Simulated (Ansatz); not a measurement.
A nudged elastic band was laid between two geometries of C$_{4}$H$_{9}$FS (15 atoms, charge 0, multiplicity 1).

Computed with Ansatz 0.2.0, RKS PBE/6-31G.

```yaml
movable_images: 5
climbing_image: yes
spring: 5.0 eV/Å²
optimiser: quadratic models (default)
start_path: IDPP
force_threshold: 0.5 eV/Å
iteration_limit: 60
end_points: relaxed
```

Initial state:

```xyz
15
Properties=species:S:1:pos:R:3
C -0.089 -2.342 0.459
S -1.305 -0.909 0.264
C -0.051 0.533 0.173
C 0.852 0.452 -1.049
C -0.828 1.833 0.314
F 0.825 0.419 1.341
H 0.309 -2.665 -0.513
H -0.648 -3.162 0.929
H 0.715 -2.004 1.128
H 1.585 1.277 -1.019
H 1.406 -0.499 -1.071
H 0.257 0.536 -1.972
H -1.539 1.955 -0.520
H -0.124 2.682 0.304
H -1.386 1.845 1.262
```

Final state:

```xyz
15
Properties=species:S:1:pos:R:3
C -0.200 -2.376 0.157
S -1.331 -0.894 -0.150
C -0.087 0.513 0.217
C 1.077 0.543 -0.761
C -0.875 1.811 0.318
F 0.491 0.247 1.537
H 0.412 -2.605 -0.727
H -0.858 -3.225 0.388
H 0.428 -2.142 1.028
H 1.784 1.339 -0.469
H 1.620 -0.415 -0.760
H 0.716 0.742 -1.782
H -1.639 1.734 1.105
H -1.370 2.042 -0.639
H -0.188 2.637 0.568
```

(1) Which bonds break or form, and what moves?

(2) What energy profile does the band end with?

(3) What is the geometry of the highest image?

## Answers

(1) No bond is made or broken. The dihedral S2–C3–C5–H13 goes from -63 to 58°. The two ends are copies of one structure, up to a mirror image or an exchange of like atoms.

(2) It converged. The highest image is number 3 of 0 to 6, 0.138 eV above the ends, which have the same energy within 2 meV. The threshold of 0.5 eV/Å is loose, so the images may lie well off the minimum-energy path. The order of the stationary point at the top wasn't checked. Limits of this set-up: no polarisation functions.

```
image  path coordinate (Å)  energy (eV)  dihedral S2–C3–C5–H13 (°)
    0                 0.00        0.000                        -63
    1                 0.59        0.033                        -42
    2                 1.18        0.103                        -22
    3                 1.77        0.138                         -1
    4                 2.35        0.101                         19
    5                 2.94        0.032                         39
    6                 3.53        0.000                         58
```

(3) 
```xyz
15
Properties=species:S:1:pos:R:3
C -0.210 -2.368 0.177
S -1.349 -0.896 -0.100
C -0.074 0.511 0.218
C 1.058 0.527 -0.797
C -0.854 1.812 0.325
F 0.556 0.243 1.518
H 0.374 -2.607 -0.723
H -0.859 -3.215 0.437
H 0.447 -2.130 1.025
H 1.782 1.319 -0.535
H 1.594 -0.435 -0.805
H 0.670 0.718 -1.811
H -1.938 1.671 0.177
H -0.509 2.562 -0.410
H -0.710 2.237 1.333
```

Time of the run: 79 s on 1 thread of Arm Neoverse V1 (shared host), peak memory 0.14 GiB.
